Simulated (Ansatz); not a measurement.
CH$_{5}$FSi, SMILES `FC[SiH3]`. Charge 0, multiplicity 1.

Cartesian coordinates in Å:
```
F 1.4946 1.2207 -0.1455
C 0.7389 0.2913 0.5612
Si -0.7186 -0.3111 -0.4895
H 0.3909 0.7659 1.4850
H 1.3947 -0.5400 0.8411
H -1.4848 -1.2981 0.3182
H -0.2189 -0.9606 -1.7271
H -1.5968 0.8321 -0.8434
```

Question: List the harmonic frequencies (cm⁻¹, unscaled) at PBE0-D4/def2-TZVP in Ansatz. (Estimate.)

Answer: Computed: 151, 234, 494, 575, 742, 858, 914, 935, 947, 1066, 1249, 1318, 1464, 2224, 2241, 2246, 3043, 3095.

Question: Is this a minimum?

Answer: Yes, all 18 modes are real.

Question: Give the ideal-gas thermochemistry at 298.15 K and 1 bar (rigid rotor, harmonic oscillator; point group Cs, symmetry number 1).

Answer: Zero-point energy 142.3 kJ/mol; H(298) − E = 157.3 kJ/mol; entropy 287.8 J/(mol·K), of which translation 160.7, rotation 99.4, vibration 27.7; G(298) − E = 71.5 kJ/mol.

Question: Rotational constants (cm⁻¹)?

Answer: 0.9171, 0.167, 0.1529.
